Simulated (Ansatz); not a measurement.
The input, for Ansatz 0.2.0:

```yaml
crystal:
  periodic: [false, false, false]
  atoms:
    - {symbol: N, position_ang: [0.000000, 0.058213, 0.554197]}
    - {symbol: C, position_ang: [0.000000, -0.158358, -0.729711]}
    - {symbol: H, position_ang: [0.000000, 0.966683, 1.015161]}
    - {symbol: H, position_ang: [0.000000, -0.726972, 1.192196]}
    - {symbol: H, position_ang: [0.000000, 0.838355, -1.213380]}
basis:
  gaussian: {orbitals: cc-pVTZ}
total_charge: 1
magnetization: {spin_polarized: false, initial_magnetization: 1}
correlation: {method: bccd_t, electrons: outside_noble_gas}
```

```sh
$ ansatz run in.yaml --threads 2 --pin off --events-out ev --progress --plain --max-ram 23808MiB --backend cuda --devices 0, --max-vram 18GiB
```

Output:

```
582 factors; integrals over basis functions are off by at most 1.3e-3 eV
mean field evaluation 1: about -2546.6273 eV, gradient 4.4e1 eV
mean field evaluation 2: about -2546.6299 eV, gradient 4.4e1 eV
mean field evaluation 4: about -2550.6316 eV, gradient 4.2e0 eV
mean field evaluation 8: about -2550.7176 eV, gradient 7.6e-4 eV
mean field evaluation 16: about -2550.7152 eV, gradient 2.7e-1 eV
mean field evaluation 32: about -2550.7064 eV, gradient 8.2e-1 eV
mean field -2550.71764698 eV, -93.7371445881 hartree, gradient 2.8e-6 eV, S^2 0.750000; 3 other end points of the search recorded, 0 dependent functions left out
mean field evaluation 64: about -2549.3615 eV, gradient 1.9e1 eV
determinant -2550.71764698 eV, -93.7371445881 hartree, with singles and doubles -2560.28707478 eV, -94.0888145733 hartree
determinant -2547.10911070 eV, -93.6045333256 hartree, with singles and doubles -2556.19433256 eV, -93.9384090708 hartree
2 core orbitals not correlated: weight in the atoms' cores, before any rotation towards them, 1.000 or more for the frozen orbitals, at most 0.000 for the correlated occupied ones
reference -2550.71764698 eV, -93.7371445881 hartree; 6, 5 occupied and 94, 95 virtual orbitals, 582 factors
second order -8.84313281 eV of doubles, -0.04612709 eV of singles
cycle   1  -9.42524422 eV  change   -6.9e-1 eV  update   2.3e-2
cycle   2  -9.45232027 eV  change   -2.7e-2 eV  update   6.3e-3
cycle   3  -9.45221187 eV  change    1.1e-4 eV  update   3.1e-3
cycle   4  -9.45025269 eV  change    2.0e-3 eV  update   1.9e-3
cycle   5  -9.45121078 eV  change   -9.6e-4 eV  update   1.1e-3
cycle   6  -9.45062146 eV  change    5.9e-4 eV  update   5.1e-4
cycle   7  -9.45084940 eV  change   -2.3e-4 eV  update   2.0e-4
cycle   8  -9.45078569 eV  change    6.4e-5 eV  update   9.3e-5
cycle   9  -9.45075695 eV  change    2.9e-5 eV  update   4.4e-5
cycle  10  -9.45071995 eV  change    3.7e-5 eV  update   1.9e-5
cycle  11  -9.45072016 eV  change   -2.1e-7 eV  update   7.9e-6
perturbative correction -0.41533465 eV, -0.0152632669 hartree
Total energy: -2560.58370179 eV, -94.0997154149 hartree
```

For the same geometry and basis UCCSDT(Q) lies 40.4 meV lower.

Ran on 2 threads of AMD EPYC 7R13 with a shared H100 80 GB, shared host: 2.3 s wall, 0.82 GiB peak host memory.
